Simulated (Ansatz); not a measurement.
# hcp La (model structure)

Computed with PBE in Ansatz (plane waves, PAW).

Run with plane-wave cutoff 500 eV, 24×24×12 k mesh (along the axes of the cell as run), Fermi–Dirac smearing 0.1 eV, scalar-relativistic PAW data made under PBE.

Cell (relaxed at this level):

```xyz
2
Lattice="1.8908 -3.2749 0.0000 1.8908 3.2749 0.0000 0.0000 0.0000 6.1060" Properties=species:S:1:pos:R:3 pbc="T T T"
La     1.8908     1.0916     1.5265
La     1.8908    -1.0916     4.5795
```

```yaml
band_gap: zero (no gap)
```

Spin–orbit coupling is not included.

Computed values are for the static lattice.

A model structure was made by putting elements into a prototype or built by hand; here it ended with the formula and space group of a phase in our tables.

Ansatz is an electronic-structure program.
